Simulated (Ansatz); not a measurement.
# C₇H₁₆: one species, many methods

The task here is to estimate one member of a computed series from the others.

Method: functionals in def2-TZVPP, the program's frozen cores in correlated methods; program: Ansatz 0.2.0, Gaussian basis.

Plan: PBE-D4, r2SCAN-D4, PBE0-D4, B3LYP-D4, ωB97X-V, ωB97M-V, B2PLYP; CCSD(T)/def2-TZVPP; MP2/def2-QZVPP; extrapolation to the limit.

1 further run of the same task is left out (it didn't finish).

## The geometry

The geometry comes from an earlier relaxation with PBE0-D4 in a triple-zeta def2 set; it is a stationary point, not always the lowest conformer.

SMILES `CCCCC(C)C`, 23 atoms, charge 0, spin multiplicity 1.

Atoms are counted from 1 here; the program's logs count them from 0.

Bond lengths: C1–C2 1.519 Å, C1–H8 1.092 Å, C1–H9 1.094 Å, C1–H10 1.094 Å, C2–C3 1.521 Å, C2–H11 1.095 Å, C2–H12 1.097 Å, C3–C4 1.523 Å, C3–H13 1.096 Å, C3–H14 1.096 Å, C4–C5 1.528 Å, C4–H15 1.098 Å, C4–H16 1.097 Å, C5–C6 1.522 Å, C5–C7 1.522 Å, C5–H17 1.097 Å, C6–H18 1.092 Å, C6–H19 1.093 Å and more. Angles: C2–C1–H8 111.7°, C2–C1–H9 111.0°, C2–C1–H10 111.1°, H8–C1–H9 107.7°, H8–C1–H10 107.7°, H9–C1–H10 107.4°, C1–C2–C3 112.7°, C1–C2–H11 109.3°, C1–C2–H12 109.7°, C3–C2–H11 109.8°, C3–C2–H12 109.2°, H11–C2–H12 106.0°, C2–C3–C4 114.5°, C2–C3–H13 109.2°, C2–C3–H14 108.7°, C4–C3–H13 110.1°, C4–C3–H14 108.5°, H13–C3–H14 105.5° and more.

Set-up of the first run:

The input, in.yaml:

```yaml
crystal:
  periodic: [false, false, false]
  atoms:
    - {symbol: C, position_ang: [-2.360621, -1.706739, 1.385427]}
    - {symbol: C, position_ang: [-1.617320, -0.587732, 0.676923]}
    - {symbol: C, position_ang: [-0.571236, -1.105024, -0.298154]}
    - {symbol: C, position_ang: [0.128507, -0.021191, -1.107543]}
    - {symbol: C, position_ang: [0.887907, 1.033032, -0.303644]}
    - {symbol: C, position_ang: [1.958159, 0.417236, 0.585644]}
    - {symbol: C, position_ang: [1.498430, 2.063940, -1.241718]}
    - {symbol: H, position_ang: [-3.104833, -1.318175, 2.084477]}
    - {symbol: H, position_ang: [-1.670795, -2.338642, 1.952333]}
    - {symbol: H, position_ang: [-2.880046, -2.349789, 0.669220]}
    - {symbol: H, position_ang: [-1.143129, 0.059718, 1.422070]}
    - {symbol: H, position_ang: [-2.330714, 0.046205, 0.136569]}
    - {symbol: H, position_ang: [0.167740, -1.701450, 0.249267]}
    - {symbol: H, position_ang: [-1.053369, -1.801297, -0.994332]}
    - {symbol: H, position_ang: [0.832599, -0.495194, -1.803488]}
    - {symbol: H, position_ang: [-0.615030, 0.489501, -1.732068]}
    - {symbol: H, position_ang: [0.170064, 1.555038, 0.341347]}
    - {symbol: H, position_ang: [1.535290, -0.263612, 1.327685]}
    - {symbol: H, position_ang: [2.510940, 1.190716, 1.124955]}
    - {symbol: H, position_ang: [2.679111, -0.149262, -0.013337]}
    - {symbol: H, position_ang: [2.233687, 1.595851, -1.904456]}
    - {symbol: H, position_ang: [0.735826, 2.531435, -1.870319]}
    - {symbol: H, position_ang: [2.008826, 2.855444, -0.686855]}
basis:
  gaussian: {orbitals: def2-TZVPP}
hamiltonian: {xc: pbe, dispersion: d4}
output: {forces: true, orbitals: {seedname: orbitals}}
```

Steps of the session up to this table: PBE-D4 (GGA); r2SCAN-D4 (meta-GGA); PBE0-D4 (hybrid); B3LYP-D4 (hybrid); ωB97X-V (range-separated); ωB97M-V (range-separated); B2PLYP (double hybrid); CCSD(T) in def2-TZVPP; MP2 in def2-QZVPP.

One of the session's tables, all rows but one given; the rest of the session is left out.

It belongs to the step «Atomisation energies». 

```
            method  atoms, summed (eV)  atomisation energy (kcal/mol)
            PBE-D4           -7416.889                         2219.2
         r2SCAN-D4           -7424.063                         2188.9
           PBE0-D4           -7419.299                         2200.0
          B3LYP-D4           -7430.091                         2186.9
           ωB97X-V           -7426.913                         2187.6
           ωB97M-V           -7424.096                         2190.5
            B2PLYP           -7422.369                         2164.7
     HF/def2-TZVPP                   ?                              ?
    MP2/def2-TZVPP           -7409.853                         2157.8
   CCSD/def2-TZVPP           -7413.741                         2118.9
CCSD(T)/def2-TZVPP           -7414.128                         2142.3
           MP2/CBS           -7412.014                         2200.7
       CCSD(T)/CBS           -7416.289                         2185.2
```

Q: Estimate the row for HF/def2-TZVPP from the others.

As computed: atoms, summed (eV): -7397.260; atomisation energy (kcal/mol): 1667.5. In the column «atoms, summed (eV)» it is the highest.
